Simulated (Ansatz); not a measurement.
Calculation: PBE0-D3(BJ)/def2-TZVP (Ansatz, a first-principles code). No frequencies were computed at this level.

Ansatz 0.2 input:
```yaml
crystal:
  periodic: [false, false, false]
  atoms:
    - { symbol: S, position_ang: [0.665238, -0.000003, -0.000002] }
    - { symbol: H, position_ang: [-0.665238, 0.000003, 0.000002] }
basis:
  gaussian: { orbitals: def2-tzvp }
hamiltonian:
  xc: pbe0
  dispersion: d3bj
relax:
  max_steps: 150
magnetization:
  spin_polarized: true
  initial_magnetization: 1
```

Output:

```
Functional definition: PBE0
315 factors; their error is unknown
mean field evaluation 1: about -10846.5485 eV, gradient 6.0e0 eV
mean field evaluation 2: about -10846.7081 eV, gradient 3.7e0 eV
mean field evaluation 4: about -10846.7619 eV, gradient 1.5e-1 eV
mean field evaluation 8: about -10846.7871 eV, gradient 2.6e-3 eV
mean field evaluation 16: about -10846.7871 eV, gradient 3.3e-5 eV
mean field -10846.78712873 eV, -398.6120747646 hartree, gradient 3.3e-5 eV, S^2 0.755365; 0 other end points of the search recorded, 0 dependent functions left out
reference -10846.78714497 eV, -398.6120753614 hartree; 9, 8 occupied and 34, 35 virtual orbitals, 315 factors
relax step   1: F+E_penalty+E_count = -10846.79529947 eV  Δ(F+E_penalty+E_count) = +0.000e0 eV  max|allowed force component| = 4.177e-1 eV/Å  Δτ_max = 0.0000 Å  (26 SCF iters, accepted)
these checks for a lower state are left out or cut short: starts, cluster_reference, orbital_swaps, neighbouring_geometries, increment
315 factors; their error is unknown
mean field -10846.78979551 eV, -398.6121727668 hartree, gradient 1.4e-5 eV, S^2 0.755369; 0 other end points of the search recorded, 0 dependent functions left out
reference -10846.78981176 eV, -398.6121733640 hartree; 9, 8 occupied and 34, 35 virtual orbitals, 315 factors
relax step   2: F+E_penalty+E_count = -10846.79796614 eV  Δ(F+E_penalty+E_count) = -2.667e-3 eV  max|allowed force component| = 1.610e-1 eV/Å  Δτ_max = 0.0046 Å  (30 SCF iters, accepted)
these checks for a lower state are left out or cut short: starts, cluster_reference, orbital_swaps, neighbouring_geometries, increment
315 factors; their error is unknown
mean field evaluation 32: about -10846.7903 eV, gradient 1.3e-5 eV
mean field -10846.79027815 eV, -398.6121905037 hartree, gradient 1.3e-5 eV, S^2 0.755371; 0 other end points of the search recorded, 0 dependent functions left out
reference -10846.79029441 eV, -398.6121911012 hartree; 9, 8 occupied and 34, 35 virtual orbitals, 315 factors
relax step   3: F+E_penalty+E_count = -10846.79844874 eV  Δ(F+E_penalty+E_count) = -4.826e-4 eV  max|allowed force component| = 3.312e-3 eV/Å  Δτ_max = 0.0030 Å  (30 SCF iters, accepted)
315 factors; their error is unknown
mean field -10846.79027815 eV, -398.6121905037 hartree, gradient 1.3e-5 eV, S^2 0.755371; 1 other end points of the search recorded, 0 dependent functions left out
reference -10846.79029441 eV, -398.6121911012 hartree; 9, 8 occupied and 34, 35 virtual orbitals, 315 factors
Total energy: -10846.79846500 eV, -398.6124913646 hartree
Atom 0 at     0.672814    -0.000003    -0.000002 Å, force     0.003312    -0.000000    -0.000000 eV/Å
Atom 1 at    -0.672814     0.000003     0.000002 Å, force    -0.003312     0.000000     0.000000 eV/Å
Dipole moment:    -0.187081     0.000001     0.000001 e Å
```

Cost: roughly 0.9 core-seconds.
